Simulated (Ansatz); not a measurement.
# CH4ClSi−: single points off equilibrium

The atoms stand at a structure displaced at random from a GFN2-xTB minimum. How far do the functionals agree with CCSD(T) there?

Method: single points in def2-TZVPPD; program: Ansatz 0.2.0, Gaussian basis.

Cores are frozen in the correlated methods. B3LYP uses VWN-RPA correlation.

### Step 1. Where the work starts

7 atoms, charge -1, spin multiplicity 1.

Atoms are counted from 1 here; the program's logs count them from 0.

Bond lengths: Si1–C2 1.955 Å, Si1–H4 1.509 Å, Si1–H5 1.527 Å, C2–Cl3 1.785 Å, C2–H6 1.084 Å, C2–H7 1.098 Å. Angles: C2–Si1–H4 99.6°, C2–Si1–H5 94.8°, H4–Si1–H5 99.5°, Si1–C2–Cl3 112.3°, Si1–C2–H6 110.8°, Si1–C2–H7 114.8°, Cl3–C2–H6 104.0°, Cl3–C2–H7 104.9°, H6–C2–H7 109.2°.

Coordinates:

```csv
atom,x (Å),y (Å),z (Å)
Si1,-0.4703,0.0335,-1.2080
C2,0.5061,-0.1091,0.4800
Cl3,0.9845,-1.7892,0.8475
H4,-1.8585,-0.3092,-0.7243
H5,-0.5616,1.5571,-1.1741
H6,1.4476,0.4253,0.4268
H7,-0.0511,0.2262,1.3652
```

### Step 2. CCSD(T)/def2-TZVPPD

The input, run/in.yaml:

```yaml
crystal:
  periodic: [false, false, false]
  atoms:
    - {symbol: Si, position_ang: [-0.470300, 0.033500, -1.208000]}
    - {symbol: C, position_ang: [0.506100, -0.109100, 0.480000]}
    - {symbol: Cl, position_ang: [0.984500, -1.789200, 0.847500]}
    - {symbol: H, position_ang: [-1.858500, -0.309200, -0.724300]}
    - {symbol: H, position_ang: [-0.561600, 1.557100, -1.174100]}
    - {symbol: H, position_ang: [1.447600, 0.425300, 0.426800]}
    - {symbol: H, position_ang: [-0.051100, 0.226200, 1.365200]}
basis:
  gaussian: {orbitals: "def2-TZVPPD.json"}
total_charge: -1
correlation: {method: ccsd_t}
output: {forces: true}
```

The basis file named in the input lies beside it (Basis Set Exchange, JSON).

No record of the launch command was kept for these runs.

### Step 3. PBE0-D4/def2-TZVPPD

Edit run/in.yaml of step 2 so:

```diff
@@ -13,3 +13,3 @@
 total_charge: -1
-correlation: {method: ccsd_t}
-output: {forces: true}
+hamiltonian: {xc: pbe0, dispersion: d4}
+output: {forces: true, orbitals: {seedname: orbitals}}
```

### Step 4. wB97M-V/def2-TZVPPD

Edit run/in.yaml of step 3 so:

```diff
@@ -13,3 +13,3 @@
 total_charge: -1
-hamiltonian: {xc: pbe0, dispersion: d4}
-output: {forces: true, orbitals: {seedname: orbitals}}
+hamiltonian: {xc: {name: wB97M-V}}
+output: {forces: true}
```

### Step 5. r2SCAN-D4/def2-TZVPPD

Edit run/in.yaml of step 4 so:

```diff
@@ -13,3 +13,3 @@
 total_charge: -1
-hamiltonian: {xc: {name: wB97M-V}}
+hamiltonian: {xc: r2scan, dispersion: d4}
 output: {forces: true}
```

### Step 6. PBE-D4/def2-TZVPPD

Edit run/in.yaml of step 5 so:

```diff
@@ -13,3 +13,3 @@
 total_charge: -1
-hamiltonian: {xc: r2scan, dispersion: d4}
+hamiltonian: {xc: pbe, dispersion: d4}
 output: {forces: true}
```

### Step 7. B3LYP-D4/def2-TZVPPD

Edit run/in.yaml of step 6 so:

```diff
@@ -13,3 +13,3 @@
 total_charge: -1
-hamiltonian: {xc: pbe, dispersion: d4}
+hamiltonian: {xc: {name: B3LYP}, dispersion: d4}
 output: {forces: true}
```

### Step 8. BHLYP-D4/def2-TZVPPD

Edit run/in.yaml of step 7 so:

```diff
@@ -13,3 +13,3 @@
 total_charge: -1
-hamiltonian: {xc: {name: B3LYP}, dispersion: d4}
+hamiltonian: {xc: {name: BHLYP}, dispersion: d4}
 output: {forces: true}
```

(Steps that only read results are left out.)

Before running it: what results should come out? Wanted: RMS force component; RMS force error; HOMO and LUMO, PBE0-D4; T1 diagnostic.

As calculated:

```
              quantity                                                                                             value
   RMS force component                                                              0.339 to 0.437 eV/Å over the methods
       RMS force error  PBE0-D4 0.092, wB97M-V 0.050, r2SCAN-D4 0.051, PBE-D4 0.120, B3LYP-D4 0.055, BHLYP-D4 0.141 eV/Å
HOMO and LUMO, PBE0-D4                                                                                  0.06 and 3.64 eV
         T1 diagnostic                                                                                             0.013
```

**Reading.** On forces the order runs from wB97M-V to BHLYP-D4. Frozen-core CCSD(T) forces in triple zeta carry basis errors of their own, and this is one geometry, so small gaps rank nothing.
